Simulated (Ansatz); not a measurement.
# Worked example: vertical ionisation energy of BHSCl (SMILES S[B]Cl)

The species is BHSCl (4 atoms), meant as a doublet with charge 0. As SMILES, `S[B]Cl`. The shape is that of a PBE0-D4/def2-TZVP optimisation.

Both states at this one shape; open shells run unrestricted unless said. 1 Eh = 27.2114 eV.

```
                              level  program  doublet BHSCl (Eh)  singlet BHSCl+ (Eh)
                    U-revPBE/STO-3G   Ansatz         -873.928944          -873.702917
                    U-r2SCAN/STO-3G   Ansatz         -874.058473          -873.819913
                       UPBE0/STO-3G   Ansatz         -873.796129          -873.555763
FCI/STO-3G, 11 core orbitals frozen   Ansatz         -872.787839          -872.589967
```

**Question.** Work out the vertical ionisation energy at each level.

**Answer.** 
1. U-revPBE/STO-3G: -873.702917 − (-873.928944) = 0.226027 Eh = 6.15 eV.
2. U-r2SCAN/STO-3G: -873.819913 − (-874.058473) = 0.238560 Eh = 6.49 eV.
3. UPBE0/STO-3G: -873.555763 − (-873.796129) = 0.240366 Eh = 6.54 eV.
4. FCI/STO-3G: -872.589967 − (-872.787839) = 0.197872 Eh = 5.38 eV.

No measured value is set beside it here; the levels span 5.38 to 6.54 eV. Minimal sets are far from the basis-set limit.
